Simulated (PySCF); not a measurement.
Gas-phase reaction: AlH(CH3)2 + C6H6 + HCl → Al(CH3)2Cl + 2 C3H4 (propyne)

Method: PySCF energies plus ideal-gas RRHO corrections (1 bar). † marks an energy on the PBE0/def2-TZVP geometry and frequencies; other levels use their own. CCSD(T) freezes the core. 6-31G* has spherical d functions here. All species are closed-shell singlets. B3LYP is the form with VWN-RPA correlation. Methyl groups turn as free rotors in AlH(CH3)2, Al(CH3)2Cl. AlH(CH3)2, Al(CH3)2Cl: computed as isolated molecules; such fragments, hydroxides, amides, oligomers or adducts are transient or little studied in the gas. CCSD(T) isn't extrapolated to the basis-set limit. The harmonic model lacks anharmonicity and excited electronic states, which grow with temperature; levels with a mode under 35 cm⁻¹ are left out.

```csv
level,"ΔE electronic, kJ","ΔH°(298 K), kJ","ΔS°(298 K), J/K","ΔG°(1800 K), kJ"
B3LYP/def2-TZVP†,124,128,73,-10
BLYP/def2-TZVP†,112,116,73,-22
CCSD(T)/def2-SVP†,141,145,73,7
HF/6-31G*,106,112,71,-21
HF/def2-TZVP†,98,102,73,-35
M06-2X/def2-TZVP†,110,114,73,-24
PBE/def2-TZVP†,149,153,73,15
PBE0/def2-SVP†,179,183,73,46
LDA/def2-TZVP†,196,200,73,63
ωB97M-V/def2-TZVP†,129,133,73,-4
ωB97X-V/def2-TZVP†,139,144,73,6
```
ΔH° is lowest at HF/def2-TZVP† and highest at LDA/def2-TZVP†. No reference value is set beside these.
